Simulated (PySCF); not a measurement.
Stretching B₂

Set-up: B def2-TZVP; no relativity (PySCF 2.14). Energies in eV from B + B in their ground configurations at the same level. All curves are PBE0. state 1: Ms = 1 determinant of mixed spin (⟨S²⟩ near 2.7), unpaired electrons π ↑↑; state 2: Ms = 0 determinant of mixed spin (⟨S²⟩ near 1.7), unpaired electrons π ↑↓, a mixture of terms (⟨Lz²⟩ = 2.0), a second solution, started from another occupation; state 3: ³Πu (triplet), unpaired electrons σ ↑, π ↑, a second solution, started from another occupation; state 4: Ms = 0 determinant of mixed spin (⟨S²⟩ near 1.0), unpaired electrons σ ↓, π ↑, a second solution, started from another occupation.

```
R (Å)  state 1  state 2  state 3  state 4
1.344   -2.327   -2.068   -0.416   -0.244
1.407   -2.819   -2.566   -1.235   -1.073
1.469   -3.097   -2.852   -1.814   -1.660
1.516   -3.198   -2.958   -2.124   -1.975
1.563   -3.228   -2.993   -2.348   -2.205
1.610   -3.200   -2.970   -2.503   -2.364
1.672   -3.096   -2.873   -2.623   -2.490
1.751   -2.891   -2.677   -2.670   -2.542
1.844   -2.584   -2.382   -2.619   -2.497
1.969   -2.142   -1.958   -2.443   -2.324
```

Question: Put a parabola through the three lowest points of the state 1 curve and estimate Re, k and ωe (reduced mass 5.505 u; 1 eV/Å² = 0.16022 mdyn/Å; ωe = 1302.8·√(k/μ) cm⁻¹).

Answer: Through R = 1.516, 1.563, 1.61 Å the second-order coefficient is 13.1 eV/Å², so Re ≈ 1.564 Å, k ≈ 4.21 mdyn/Å and ωe ≈ 1139 cm⁻¹. A polynomial fit of higher order to the unrounded PBE0 energies gives Re = 1.562 Å, k = 4.16 mdyn/Å, ωe = 1133 cm⁻¹; anharmonicity and rounding make the difference.

The higher-order fit for each curve: state 1: Re = 1.562 Å, ωe = 1133 cm⁻¹, De = 3.23 eV; state 2: Re = 1.566 Å, ωe = 1121 cm⁻¹, minimum 2.99 eV below the ground-state fragments; state 3: Re = 1.750 Å, ωe = 811 cm⁻¹, minimum 2.67 eV below the ground-state fragments; state 4: Re = 1.755 Å, ωe = 809 cm⁻¹, minimum 2.54 eV below the ground-state fragments.

The state was picked by a PBE0 search and need not be the measured ground state.
